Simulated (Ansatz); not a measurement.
For 1T (CdI2-type) HfS2, LDA in Ansatz (plane waves, PAW) gives:

- equilibrium lattice constant a: 3.555 Å
- c axis length: 5.679 Å

Task: What does PBE0 (Ansatz, a program for electronic structure, plane waves, PAW) give for the same quantities?

Result: 
- lattice constant a: 3.649 Å (goes up by 2.6 %)
- lattice parameter c: 6.598 Å (grows by 16 %)

For comparison: lattice constant a 3.635 Å (measured, temperature not stated, no zero-point or thermal correction; as tabulated in Björkman (2014), arXiv:1406.2436); lattice parameter c 5.83 Å (measured, temperature not stated, zero-point anharmonic expansion removed (computed with revB86b-DF2); no thermal correction; as tabulated in Björkman (2014), arXiv:1406.2436).

Changes are worked out from the printed values.

Unless a cell is named, each level is at its own relaxed cell (LDA 20.72, PBE0 25.36 Å³/atom).

Levels without +SOC leave out spin–orbit coupling, which shifts energies and cells of such heavy elements.

Caveats: LDA has no dispersion term either, though it tends to give short spacings of layers, chains or molecules (LDA); the cell comes from a level without a dispersion term, which matters for the spacing of layers, chains or molecules (PBE0). Ansatz's density-functional and Hartree–Fock values are scalar-relativistic unless marked +SOC, with PAW data made under PBE.
